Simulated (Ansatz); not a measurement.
Reaction (SMILES): NC=O + 3 [H][H] (H2) → C (CH4) + N (NH3) + O (H2O)
B3LYP-D3(BJ)/def2-TZVP geometries, fixed; electronic energies without zero-point terms.
Largest species:
```xyz
6

N     -1.0698     0.1943     0.1075
C      0.2724     0.3136    -0.0479
O      1.0507    -0.6113    -0.0819
H     -1.4767    -0.7220     0.2042
H     -1.6667     1.0020     0.1281
H      0.5920     1.3678    -0.1427
```
Charge 0, spin multiplicity 1.

Effect of a fitting basis named in the input at HF/cc-pVTZ with Ansatz (an electronic-structure program), against the last row, where the energy of full hydrogenation is -54.91 kcal/mol. Species with rotatable bonds are taken in one conformer. The default fits or decomposes integrals by the program's own choice; accuracy: high also tightens integrals, grids and stops.

```json
[
 {"setting": "fitting: def2-SV(P)-JKFIT", "largest shift of a total energy (mEh)": "0.075", "shift of the energy of full hydrogenation (kcal/mol)": "-0.037"},
 {"setting": "fitting: def2-universal-JKFIT", "largest shift of a total energy (mEh)": "0.075", "shift of the energy of full hydrogenation (kcal/mol)": "-0.037"},
 {"setting": "fitting: cc-pVTZ-JKFIT", "largest shift of a total energy (mEh)": "0.093", "shift of the energy of full hydrogenation (kcal/mol)": "-0.053"},
 {"setting": "fitting: cc-pVQZ-JKFIT", "largest shift of a total energy (mEh)": "0.006", "shift of the energy of full hydrogenation (kcal/mol)": "-0.004"},
 {"setting": "fitting: cc-pV5Z-JKFIT", "largest shift of a total energy (mEh)": "0.001", "shift of the energy of full hydrogenation (kcal/mol)": "0.001"},
 {"setting": "accuracy: high", "largest shift of a total energy (mEh)": "-0.004", "shift of the energy of full hydrogenation (kcal/mol)": "0.000"},
 {"setting": "accuracy: medium (default)", "largest shift of a total energy (mEh)": "0.000", "shift of the energy of full hydrogenation (kcal/mol)": "0.000"}
]
```

Within 0.05 kcal/mol in the energy of full hydrogenation: fitting: def2-SV(P)-JKFIT; fitting: def2-universal-JKFIT; fitting: cc-pVQZ-JKFIT; fitting: cc-pV5Z-JKFIT; accuracy: high. The largest shift is 0.093 mEh in a total energy and 0.053 kcal/mol in the difference.
